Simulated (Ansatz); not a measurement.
## Energy profile

The step: BH₂F ([BH2][F]) + SiH₄ → BSiH₅ ([BH2][SiH3]) + HF; bonds formed: B1–Si6, F2–H5; bonds broken: B1–F2, H5–Si6 (atoms numbered as in the saddle structure below).

B1  (-0.133, -0.250, -1.030)
F2  (-1.480, -1.175, -0.775)
H3  (0.741, -0.971, -1.402)
H4  (-0.462, 0.709, -1.656)
H5  (-0.985, -0.692, 0.078)
Si6  (0.399, 0.423, 0.913)
H7  (0.880, -0.587, 1.893)
H8  (-0.522, 1.365, 1.603)
H9  (1.562, 1.179, 0.376)
(Å)

Electronic energies by CCSD(T) at an estimated basis limit (MP2 extrapolated from triple and quadruple zeta, plus CCSD(T) − MP2 in triple zeta), on PBE0-D4/def2-TZVP structures; BSiH6F, closed shell; no counterpoise correction. Ansatz 0.2.0; basis: def2-TZVPP and def2-QZVPP; cores frozen in the correlated methods. Extrapolation: Hartree–Fock as exp(−7.88 √X), correlation as X^−2.97.

**Question.** Give the profile in eV, counted from the separated reactants. (To be estimated.)

**Answer.** The calculation gives:
```tsv
point	eV
separated: BH2F (linked as [BH2][F]; B1, F2, H3, H4; singlet) + SiH4 (H5, Si6, H7, H8, H9; singlet)	0.000
start structure	-0.042
saddle	2.250
end structure	1.561
separated: BSiH5 (linked as [BH2][SiH3]; B1, H3, H4, Si6, H7, H8, H9; singlet) + HF (F2, H5; singlet)	1.699
```

T1 diagnostic: at most 0.014. The start structure is not quite a true minimum (one mode of 46i cm⁻¹).

For scale, one of the runs: CCSD(T)/def2-TZVPP, 188 basis functions, launched by `ansatz run in.yaml --threads 2 --pin off --events-out ev --progress --plain --max-ram 4352MiB`. The run took 46 s on 2 CPU threads of an Arm Neoverse V1 (shared host), with 2 GiB of host memory at its peak.
